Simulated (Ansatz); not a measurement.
A made-up structure of CH$_{2}$B, doublet:

| atom | x (Å) | y (Å) | z (Å) |
| --- | --- | --- | --- |
| B1 | 0.0627 | -0.5738 | 0.2974 |
| C2 | -0.0678 | 0.6192 | -0.3209 |
| H3 | 0.1759 | -1.6098 | 0.8345 |
| H4 | 0.7745 | -1.4651 | 0.4432 |

It is relaxed with PBE-D4/def2-SVP and then PBE0-D4/def2-TZVP (Ansatz 0.2.0). Atoms count as bonded within 1.22 times the sum of their covalent radii (H–H: 0.88 Å). The end point is not checked to be a true minimum.

Question: Does its bonding change? (A judgement: the text doesn't fix the answer.)

Answer: Computed: Yes. Formed: C2–H4; broken: B1–H4, H3–H4.

Where it ends: The first stage lowers the energy by 5.04 eV in 24 steps. It ends as CH₂B ([BH][CH]):
| atom | x (Å) | y (Å) | z (Å) |
| --- | --- | --- | --- |
| B1 | -0.1883 | -1.0262 | 0.7246 |
| C2 | 0.6946 | -0.4674 | -0.1301 |
| H3 | -0.9552 | -1.5115 | 1.4670 |
| H4 | 1.3942 | -0.0245 | -0.8073 |

Labels in which every atom is bracketed show which atoms are joined, not bond orders.

For scale, one of the runs: PBE0-D4/def2-TZVP relaxation, 74 basis functions, launched by `ansatz run in.yaml --threads 2 --pin off --events-out ev --progress --plain --max-ram 4352MiB`. Hardware: 2 CPU threads of an Arm Neoverse V1, shared host. Wall time about 46 s.
